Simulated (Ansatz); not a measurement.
Relaxation of BH5O (7 atoms, charge 0, multiplicity 1), to a largest force component of 0.03 eV/Å in at most 50 steps.

Computed with Ansatz, RKS PBE-D4/def2-SVP.

```xyz
7
Properties=species:S:1:pos:R:3:forces:R:3
B -0.056 -0.219 0.180 -0.10 -0.38 0.79
O -0.021 -0.491 1.536 0.06 -0.13 -0.76
H -0.911 -0.544 1.925 -0.10 -0.03 0.01
H 1.017 -0.152 -0.376 0.09 -0.03 -0.05
H -1.116 -0.131 -0.424 0.03 0.04 0.05
H 0.115 2.144 0.535 -0.16 1.36 -1.34
H 0.183 1.674 1.080 0.18 -0.83 1.30
```

Problem. Where does it end, and by what steps?

Solution. The forces met the threshold. The force dipped under the threshold on the way, but the program's further checks kept it going. After 37 steps the energy has fallen by 0.232 eV; H6 moved furthest, 1.58 Å.

```json
{"step": "0", "energy less start (eV)": "0.0000", "largest force component (eV/Å)": "1.355", "accepted": "yes"}
{"step": "2", "energy less start (eV)": "-0.1698", "largest force component (eV/Å)": "0.477", "accepted": "yes"}
{"step": "4", "energy less start (eV)": "-0.1873", "largest force component (eV/Å)": "0.711", "accepted": "no"}
{"step": "6", "energy less start (eV)": "-0.1954", "largest force component (eV/Å)": "0.038", "accepted": "yes"}
{"step": "8", "energy less start (eV)": "-0.1977", "largest force component (eV/Å)": "0.240", "accepted": "yes"}
{"step": "10", "energy less start (eV)": "-0.1999", "largest force component (eV/Å)": "0.091", "accepted": "yes"}
{"step": "12", "energy less start (eV)": "-0.2031", "largest force component (eV/Å)": "0.299", "accepted": "yes"}
{"step": "14", "energy less start (eV)": "-0.2130", "largest force component (eV/Å)": "0.013", "accepted": "yes"}
{"step": "16", "energy less start (eV)": "-0.2138", "largest force component (eV/Å)": "0.140", "accepted": "yes"}
{"step": "18", "energy less start (eV)": "-0.2168", "largest force component (eV/Å)": "0.048", "accepted": "yes"}
{"step": "20", "energy less start (eV)": "-0.2196", "largest force component (eV/Å)": "0.116", "accepted": "yes"}
{"step": "22", "energy less start (eV)": "-0.2209", "largest force component (eV/Å)": "0.196", "accepted": "yes"}
{"step": "24", "energy less start (eV)": "-0.2226", "largest force component (eV/Å)": "0.042", "accepted": "yes"}
{"step": "26", "energy less start (eV)": "-0.2228", "largest force component (eV/Å)": "0.246", "accepted": "no"}
{"step": "28", "energy less start (eV)": "-0.2250", "largest force component (eV/Å)": "0.029", "accepted": "yes"}
{"step": "30", "energy less start (eV)": "-0.2274", "largest force component (eV/Å)": "0.116", "accepted": "yes"}
{"step": "32", "energy less start (eV)": "-0.2290", "largest force component (eV/Å)": "0.203", "accepted": "yes"}
{"step": "34", "energy less start (eV)": "-0.2304", "largest force component (eV/Å)": "0.116", "accepted": "yes"}
{"step": "36", "energy less start (eV)": "-0.2311", "largest force component (eV/Å)": "0.043", "accepted": "yes"}
{"step": "37", "energy less start (eV)": "-0.2317", "largest force component (eV/Å)": "0.022", "accepted": "yes"}
```

```xyz
7
Properties=species:S:1:pos:R:3
B -0.108 -0.918 -0.038
O -0.163 0.088 0.871
H -1.005 0.109 1.363
H 0.920 -1.008 -0.682
H -1.051 -1.682 -0.184
H 0.287 3.212 1.680
H 0.332 2.480 1.445
```

Time of the run: 35 s on 1 thread of Arm Neoverse V1, with other jobs on the host, peak memory 0.1 GiB.
